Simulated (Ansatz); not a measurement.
# AlH4SSi: the cost of one run

The runs use Ansatz 0.2.0; RHF/def2-TZVP.

## (1) Starting geometry

SMILES `[SiH2+][AlH][SH]`, 7 atoms, charge 1, spin multiplicity 1.

Atoms are counted from 1 here; the program's logs count them from 0.

Bond lengths: Si1–Al2 2.372 Å, Si1–S3 2.351 Å, Si1–H4 1.497 Å, Si1–H5 1.496 Å, Al2–S3 2.431 Å, Al2–H6 1.574 Å, S3–H7 1.370 Å. Angles: Al2–Si1–S3 62.0°, Al2–Si1–H4 121.4°, Al2–Si1–H5 121.8°, S3–Si1–H4 108.1°, S3–Si1–H5 104.5°, H4–Si1–H5 116.6°, Si1–Al2–S3 58.6°, Si1–Al2–H6 174.0°, S3–Al2–H6 126.8°, Si1–S3–Al2 59.4°, Si1–S3–H7 97.9°, Al2–S3–H7 96.3°.

As a file:

```
atom    x (Å)    y (Å)    z (Å)
 Si1  -0.8198   0.3124  -0.7791
 Al2   0.2964   0.7629   1.2646
  S3   0.3505  -1.4469   0.2526
  H4  -0.1725   0.5916  -2.0997
  H5  -2.2410  -0.1535  -0.8150
  H6   1.0412   1.2187   2.5745
  H7   1.5451  -1.2851  -0.3979
```

This geometry comes from a loose relaxation at PBE in a small basis, which is not shown.

## (3) Plan of the scan

- bond length Si1–H4: 15 values from 1.257 to 2.047 Å
- bond length Si1–H5: 15 values from 1.198 to 2.192 Å

Nothing else is relaxed (all other coordinates rigid). Energies count from the relaxed molecule at the same level. Points are written as (first, second).

(The set-up runs are not shown.)

## (4) Point (1.314 Å, 1.482 Å)

input.yaml reads:

```yaml
crystal:
  periodic: [false, false, false]
  atoms:
    - { symbol: Si, position_ang: [-0.814697, 0.306407, -0.77219] }
    - { symbol: Al, position_ang: [0.304589, 0.741357, 1.263121] }
    - { symbol: S, position_ang: [0.362135, -1.425043, 0.239456] }
    - { symbol: H, position_ang: [-0.254065, 0.559589, -1.933304] }
    - { symbol: H, position_ang: [-2.225431, -0.145436, -0.816787] }
    - { symbol: H, position_ang: [1.014971, 1.226343, 2.545061] }
    - { symbol: H, position_ang: [1.529714, -1.298026, -0.395163] }
total_charge: 1
basis:
  gaussian: { orbitals: def2-TZVP }
hamiltonian:
  xc: hf
output:
  forces: true
```

On the command line:

```bash
$ ansatz run input.yaml --threads 1 --pin off --max-ram 2560MiB --backend cpu --events-out ev --progress --plain --runs-dir out
```

What time and memory should one allow on 1 thread of Arm Neoverse N1, shared host?

About 4.5 s, with a peak of 0.25 GiB.
